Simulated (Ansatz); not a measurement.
Computed with frozen-core CCSD(T)/cc-pVTZ // B3LYP-D3(BJ)/def2-SVP (Ansatz, a first-principles code).

Ansatz 0.2 input:
```yaml
crystal:
  periodic: [false, false, false]
  atoms:
    - { symbol: O, position_ang: [0.00199, 0.400784, -0.000001] }
    - { symbol: H, position_ang: [-0.75801, -0.196633, 0.000003] }
    - { symbol: H, position_ang: [0.756019, -0.204151, -0.000002] }
basis:
  gaussian: { orbitals: cc-pVTZ }
correlation:
  method: ccsd_t
```

Output:

```
Functional definition: HF
342 factors; integrals over basis functions are off by at most 6.9e-4 eV
mean field evaluation 1: about -2067.8599 eV, gradient 3.2e1 eV
mean field evaluation 2: about -2067.8600 eV, gradient 3.2e1 eV
mean field evaluation 4: about -2069.5891 eV, gradient 1.4e0 eV
mean field evaluation 8: about -2069.5963 eV, gradient 3.5e-5 eV
mean field evaluation 16: about -2069.5958 eV, gradient 3.4e-1 eV
mean field -2069.59629173 eV, -76.0562608985 hartree, gradient 9.9e-7 eV, S^2 0.000000; 0 other end points of the search recorded, 0 dependent functions left out
1 core orbitals not correlated
reference -2069.59629173 eV, -76.0562608985 hartree; 4, 4 occupied and 53, 53 virtual orbitals, 342 factors
second order -7.13721607 eV of doubles, -0.00000000 eV of singles
cycle   1  -7.14161037 eV  change   -4.4e-3 eV  update   3.8e-2
cycle   2  -7.27546201 eV  change   -1.3e-1 eV  update   1.1e-2
cycle   3  -7.29612134 eV  change   -2.1e-2 eV  update   4.0e-3
cycle   4  -7.29543261 eV  change    6.9e-4 eV  update   7.4e-4
cycle   5  -7.29589881 eV  change   -4.7e-4 eV  update   2.7e-4
cycle   6  -7.29591887 eV  change   -2.0e-5 eV  update   8.4e-5
cycle   7  -7.29592394 eV  change   -5.1e-6 eV  update   2.7e-5
cycle   8  -7.29591387 eV  change    1.0e-5 eV  update   6.8e-6
cycle   9  -7.29591127 eV  change    2.6e-6 eV  update   1.3e-6
perturbative correction -0.21054589 eV, -0.0077374188 hartree
Total energy: -2077.10274889 eV, -76.3321181109 hartree
```

Cost: about 0.4 core-seconds (a rough figure).
